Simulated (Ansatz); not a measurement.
C₄H₆ (`CC#CC`): measurement beside calculation (Ansatz, PBE0-D4/def2-TZVP geometry).

```xyz
10

C     0.665   -1.141   -1.570
C     0.195   -0.334   -0.460
C    -0.195    0.335    0.460
C    -0.665    1.141    1.570
H     0.076   -0.953   -2.471
H     1.710   -0.920   -1.803
H     0.593   -2.207   -1.340
H    -1.166    0.524    2.321
H     0.164    1.657    2.061
H    -1.377    1.899    1.233
```

Enthalpy of formation at 298 K: 34.8 kcal/mol (zero for an element's reference state; older measured values of the G2 set, as listed by Staroverov and co-workers, J. Chem. Phys. 119, 12129, 2003). With their computed zero-point and thermal terms and the atoms' enthalpies of Curtiss and co-workers (1997) it gives an electronic atomization energy of 1004.0 kcal/mol.

```tsv
level	atomization (kcal/mol)	error	error per bond
LDA (SPW92)	1142.3	138.3	15.4
PBE-D4	1029.3	25.4	2.8
revPBE-D4	1005.2	1.2	0.1
BLYP-D4	1003.9	0.0	0.0
r2SCAN-D4	1006.2	2.2	0.2
B97M-V	1005.4	1.5	0.2
PBE0-D4	1012.8	8.9	1.0
B3LYP-D4	1005.9	1.9	0.2
r2SCANh-D4	1001.2	-2.8	-0.3
r2SCAN0-D4	993.9	-10.0	-1.1
HSE06-D4	1013.6	9.6	1.1
BHLYP-D4	978.3	-25.7	-2.9
CAM-B3LYP-D4	1008.0	4.0	0.4
ωB97X-V	1001.8	-2.2	-0.2
ωB97M-V	1005.5	1.6	0.2
B2PLYP	997.9	-6.0	-0.7
PBE-QIDH	1003.9	0.0	0.0
PBE	1026.2	22.2	2.5
revPBE	994.0	-10.0	-1.1
BLYP	996.9	-7.1	-0.8
r2SCAN	1005.4	1.4	0.2
PBE0	1010.2	6.3	0.7
B3LYP	1000.9	-3.1	-0.3
r2SCANh	1000.3	-3.6	-0.4
r2SCAN0	993.0	-10.9	-1.2
HSE06	1011.2	7.2	0.8
BHLYP	974.9	-29.1	-3.2
CAM-B3LYP	1005.4	1.4	0.2
LC-ωPBE	1003.5	-0.4	0.0
HF/def2-TZVPP	753.6	-250.4	-27.8
MP2/def2-TZVPP	996.8	-7.2	-0.8
SCS-MP2/def2-TZVPP	991.3	-12.7	-1.4
CCSD/def2-TZVPP	965.5	-38.5	-4.3
CCSD(T)/def2-TZVPP	979.6	-24.3	-2.7
HF/def2-QZVPP	754.3	-249.6	-27.7
MP2/def2-QZVPP	1009.6	5.7	0.6
SCS-MP2/def2-QZVPP	1005.8	1.8	0.2
HF/CBS(def2)	754.5	-249.5	-27.7
MP2/CBS(def2)	1018.7	14.8	1.6
CCSD/CBS(def2)	987.4	-16.5	-1.8
CCSD(T)/CBS(def2)	1001.6	-2.4	-0.3
```

Functionals use def2-TZVPP; B3LYP here is the variant with VWN-RPA as its local correlation; programs differ in this. The calculations leave out spin–orbit coupling, scalar relativity and, for the correlated methods, core correlation; together these are worth up to about 1 kcal/mol a heavy atom. HSE06 is defined as in plane-wave codes. CBS adds triple-zeta CCSD(T) − MP2 to the MP2 limit. T1 = 0.011.
